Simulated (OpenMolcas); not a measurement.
**CHClF2 (difluorochloromethane): levels of theory compared**

We compute a comparison of 6 runs (HF/6-311+G**, BHLYP/6-311+G**, BLYP/6-311+G**, PBE0/6-311+G**, SVWN5/6-311+G**, MP2/6-311+G**) of CHClF2 (difluorochloromethane). 

The results are computed with OpenMolcas 26.06.

## 1. Starting point

CHClF2 has 5 atoms, charge 0, and is taken as a singlet. As SMILES, `FC(F)Cl`. Geometry: relaxed at PBE0-D4/def2-TZVP.

Bond lengths: F1–C2 1.334 Å, C2–F3 1.334 Å, C2–Cl4 1.763 Å, C2–H5 1.090 Å. Angles: F1–C2–F3 108.3°, F1–C2–Cl4 109.7°, F3–C2–Cl4 109.7°, F1–C2–H5 110.0°, F3–C2–H5 110.0°, Cl4–C2–H5 109.0°.

## 2. Energy and gradient at HF/6-311+G(d,p) (run 1)

job.input

```
* CHClF2 Hartree-Fock

&GATEWAY
  BASLIB=$CurrDir
  COORD
  5
  angstrom
  F        0.038900      -0.568100       1.222300
  C        0.109400       0.023600       0.028300
  F        0.844200      -0.745900      -0.776900
  Cl      -1.511000       0.208900      -0.640800
  H        0.568600       1.007800       0.125800
  BASIS=6-311pGss
  GROUP=NoSym

&SEWARD

&SCF
  THRESHOLDS=1e-10 1e-07 1e-07 1e-05
  PRORBITALS=1

&ALASKA
```

The basis set 6-311+G** is read from a file made from the Basis Set Exchange's data (not shown).

Run with:

```console
$ export MOLCAS_MEM=1860
$ pymolcas job.input > job.log
```

Log:

```text
--- Start Module: gateway ---
[...]
--- Stop Module: gateway /rc=_RC_ALL_IS_WELL_ ---
[...]
      Basis functions          102
[...]
--- Start Module: scf ---
[...]
       Convergence after  14 Iterations
[...]
::    Total SCF energy                               -696.8972988655
[...]
      Total spin, S                                     0.0000000000
[...]
      Total electronic charge=   42.000000
      Total            charge=   -0.000000
[...]
      Dipole Moment (debye):
      Origin of the operator (angstrom)=   -0.3975   -0.1903   -0.1568
                   X=  4.9169E-01               Y=  1.6904E+00               Z=  4.7086E-02           Total=  1.7611E+00
      Quadrupole Moment (debye*angstrom):
[...]
--- Stop Module: scf /rc=_RC_ALL_IS_WELL_ ---
[...]
--- Start Module: alaska ---
[...]
 *              Molecular gradients               *
 **************************************************
  Irreducible representation: a
 ------------------------------------------------------------------------------------------
                              X                       Y                       Z
 ------------------------------------------------------------------------------------------
  F1               -1.64410010709914E-03   -6.63397564551271E-03    1.60712596963677E-02
  C2               -7.43498352317662E-03    2.76272861630167E-03   -3.31722407622936E-03
  F3                9.43788855608929E-03   -9.05292032156524E-03   -1.14733345751592E-02
  CL4              -4.04084467269072E-03    1.52189304278938E-03   -1.75611083301774E-03
  H5                3.68203974684045E-03    1.14022743080184E-02    4.75409788119219E-04
 ------------------------------------------------------------------------------------------
--- Stop Module: alaska /rc=_RC_ALL_IS_WELL_ ---
[...]
```

It took 25 s on 1 thread of AMD EPYC 7R43 (Zen 3), shared host; peak memory 0.57 GiB.

## 3. Energy and forces at BHLYP/6-311+G(d,p) (run 2)

calc.inp

```
&gateway
  baslib
  $CurrDir
  coord
  5
  angstrom
  F        0.038900      -0.568100       1.222300
  C        0.109400       0.023600       0.028300
  F        0.844200      -0.745900      -0.776900
  Cl      -1.511000       0.208900      -0.640800
  H        0.568600       1.007800       0.125800
  basis
  6-311pGss
  group
  NoSym

&seward
  gridinput
  Grid=UltraFine
  End of Grid

&scf
  ksdft
  HYB_GGA_XC_BHANDHLYP
  thresholds
  1e-10 1e-07 1e-07 1e-05
  prorbitals
  0

&alaska
```

The basis set 6-311+G** is read from a file made from the Basis Set Exchange's data (not shown).

Run with:

```console
$ export MOLCAS_MEM=1860
$ pymolcas calc.inp > calc.log
```

Log:

```text
--- Start Module: gateway ---
[...]
--- Stop Module: gateway /rc=_RC_ALL_IS_WELL_ ---
[...]
      Basis functions          102
[...]
--- Start Module: scf ---
[...]
       Convergence after  12 Iterations
[...]
::    Total KS-DFT energy                            -698.5733978888
[...]
      Total spin, S                                     0.0000000000
[...]
      Total electronic charge=   42.000000
      Total            charge=   -0.000000
[...]
      Dipole Moment (debye):
      Origin of the operator (angstrom)=   -0.3975   -0.1903   -0.1568
                   X=  4.5757E-01               Y=  1.5874E+00               Z=  4.2519E-02           Total=  1.6526E+00
      Quadrupole Moment (debye*angstrom):
[...]
--- Stop Module: scf /rc=_RC_ALL_IS_WELL_ ---
[...]
--- Start Module: alaska ---
[...]
 *              Molecular gradients               *
 **************************************************
  Irreducible representation: a
 ------------------------------------------------------------------------------------------
                              X                       Y                       Z
 ------------------------------------------------------------------------------------------
  F1               -8.20289929733042E-04   -2.12978269010300E-03    5.69962927659162E-03
  C2               -3.74068865409605E-03   -3.33093451313093E-03   -1.28119777228819E-03
  F3                3.17091997245278E-03   -2.98449514417420E-03   -4.23922334637439E-03
  CL4              -1.10773705351264E-03    7.38980878819184E-04   -5.05456771870527E-04
  H5                2.49779566496411E-03    7.70623146862270E-03    3.26248613978508E-04
 ------------------------------------------------------------------------------------------
--- Stop Module: alaska /rc=_RC_ALL_IS_WELL_ ---
[...]
```

It took 36 s on 1 thread of AMD EPYC 7R43 (Zen 3), shared host; peak memory 0.57 GiB.

Run 3 isn't shown in full; the table further down has it.

## 4. Energy and forces at PBE0/6-311+G(d,p) (run 4)

mol.input

```
* CHClF2 Kohn-Sham DFT

&gateway
  baslib=$CurrDir
  coord
  5
  angstrom
  F        0.038900      -0.568100       1.222300
  C        0.109400       0.023600       0.028300
  F        0.844200      -0.745900      -0.776900
  Cl      -1.511000       0.208900      -0.640800
  H        0.568600       1.007800       0.125800
  basis=6-311pGss
  group=NoSym

&seward
  gridinput
  Grid=UltraFine
  End of Grid

&scf
  ksdft=PBE0
  thresholds=1e-10 1e-07 1e-07 1e-05
  prorbitals=1 1

&alaska
```

The basis set 6-311+G** is read from a file made from the Basis Set Exchange's data (not shown).

Run with:

```console
$ export MOLCAS_MEM=1860
$ pymolcas mol.input > mol.log
```

Log:

```text
--- Start Module: gateway ---
[...]
--- Stop Module: gateway /rc=_RC_ALL_IS_WELL_ ---
[...]
      Basis functions          102
[...]
--- Start Module: scf ---
[...]
       Convergence after  14 Iterations
[...]
::    Total KS-DFT energy                            -698.2883633201
[...]
      Total spin, S                                     0.0000000000
[...]
      Total electronic charge=   42.000000
      Total            charge=   -0.000000
[...]
      Dipole Moment (debye):
      Origin of the operator (angstrom)=   -0.3975   -0.1903   -0.1568
                   X=  5.0417E-01               Y=  1.4590E+00               Z=  7.2717E-02           Total=  1.5453E+00
      Quadrupole Moment (debye*angstrom):
[...]
--- Stop Module: scf /rc=_RC_ALL_IS_WELL_ ---
[...]
--- Start Module: alaska ---
[...]
 *              Molecular gradients               *
 **************************************************
  Irreducible representation: a
 ------------------------------------------------------------------------------------------
                              X                       Y                       Z
 ------------------------------------------------------------------------------------------
  F1               -6.38066938042359E-05    1.10942392935254E-03   -2.25577692722823E-03
  C2                4.33729353170875E-05   -2.98113612613715E-03    2.14121492662755E-04
  F3               -1.56070574590572E-03    1.46660225573747E-03    1.42994894584447E-03
  CL4               1.74351377315318E-03   -1.04109820564524E-04    7.17726314826805E-04
  H5               -1.62374268803056E-04    5.09219761660518E-04   -1.06019826068227E-04
 ------------------------------------------------------------------------------------------
--- Stop Module: alaska /rc=_RC_ALL_IS_WELL_ ---
[...]
```

Wall time 41 s (1 thread of AMD EPYC 7R43 (Zen 3), shared host); peak memory 0.57 GiB.

Run 5 isn't shown in full; the table further down has it.

## 5. A single-point energy at MP2/6-311+G(d,p) (run 6)

geom.xyz

```xyz
5

F      0.038900    -0.568100     1.222300
C      0.109400     0.023600     0.028300
F      0.844200    -0.745900    -0.776900
Cl    -1.511000     0.208900    -0.640800
H      0.568600     1.007800     0.125800
```

run.input

```
* CHClF2 MP2
>>> EXPORT MOLCAS_PRINT=2

&GATEWAY
  BASLIB=$CurrDir
  COORD=geom.xyz
  BASIS=6-311pGss
  GROUP=NoSym

&SEWARD

&SCF
  THRESHOLDS=1e-10 1e-07 1e-07 1e-05
  PRORBITALS=1 1

&MBPT2
  FROZEN=8
```

The basis set 6-311+G** is read from a file made from the Basis Set Exchange's data (not shown).

Run with:

```console
$ export MOLCAS_MEM=1860
$ pymolcas run.input > run.log
```

Log:

```text
--- Start Module: gateway ---
[...]
--- Stop Module: gateway /rc=_RC_ALL_IS_WELL_ ---
[...]
      Basis functions          102
[...]
--- Start Module: scf ---
[...]
       Convergence after  14 Iterations
[...]
::    Total SCF energy                               -696.8972988655
[...]
      Total spin, S                                     0.0000000000
[...]
      Total electronic charge=   42.000000
      Total            charge=   -0.000000
[...]
      Dipole Moment (debye):
      Origin of the operator (angstrom)=   -0.3975   -0.1903   -0.1568
                   X=  4.9169E-01               Y=  1.6904E+00               Z=  4.7086E-02           Total=  1.7611E+00
      Quadrupole Moment (debye*angstrom):
[...]
--- Stop Module: scf /rc=_RC_ALL_IS_WELL_ ---
[...]
--- Start Module: mbpt2 ---
[...]
WARNING!
Default frozen orbitals as non valence orbitals is overwritten by user input.
Default values:   8
[...]
       Reference weight ( Cref**2 )         =        0.85389
::    Total MBPT2 energy                             -697.5916574488
[...]
      Total MBPT2 calculations                           0.73      0.83
--- Stop Module: mbpt2 /rc=_RC_ALL_IS_WELL_ ---
[...]
```

Run time: 20 s. Hardware: 1 thread of AMD EPYC 7R43 (Zen 3), shared host; peak memory 0.57 GiB.

## 6. The series

| run | level | integration grid | task | energy (Eh) | dipole moment (D) of the reference | HOMO energy (eV) | LUMO energy (eV) | wall time |
| --- | --- | --- | --- | --- | --- | --- | --- | --- |
| 1 | HF/6-311+G** | – | gradient | -696.897299 | 1.76 | -13.24 | 1.86 | 25 s |
| 2 | BHLYP/6-311+G** | UltraFine | gradient | -698.573398 | 1.65 | -11.09 | 0.63 | 36 s |
| 3 | BLYP/6-311+G** | UltraFine | gradient | -698.645657 | 1.47 | -8.10 | -0.90 | 42 s |
| 4 | PBE0/6-311+G** | UltraFine | gradient | -698.288363 | 1.55 | -9.72 | 0.06 | 41 s |
| 5 | SVWN5/6-311+G** | UltraFine | gradient | -695.591613 | 1.48 | -8.38 | -1.13 | 33 s |
| 6 | MP2/6-311+G** | – | energy | -697.591657 | 1.76 | -13.24 | 1.86 | 20 s |

## 7. Results

| quantity | value |
| --- | --- |
| run 6: total energy | -697.59166 Eh |
| run 6: dipole moment (mean-field density) | 1.76 D |
| run 6: HOMO energy (Hartree–Fock orbitals) | -13.24 eV |
| run 6: LUMO energy (Hartree–Fock orbitals) | 1.86 eV |
| run 6: HOMO–LUMO gap (Hartree–Fock orbitals) | 15.10 eV |
| run 6: correlation energy (8 core orbitals frozen) | -694.4 mEh |

What this shows: Over runs 1, 2, 3, 4, 5 the dipole moment (its size) runs from 1.47 D (BLYP/6-311+G**) to 1.76 D (HF/6-311+G**). Over runs 1, 2, 3, 4, 5 the HOMO–LUMO gap runs from 7.20 eV (BLYP/6-311+G**) to 15.10 eV (HF/6-311+G**). Exact exchange widens orbital gaps. Totals of different functionals can't be ranked against each other. All runs together took 3.3 min, the longest 42 s.
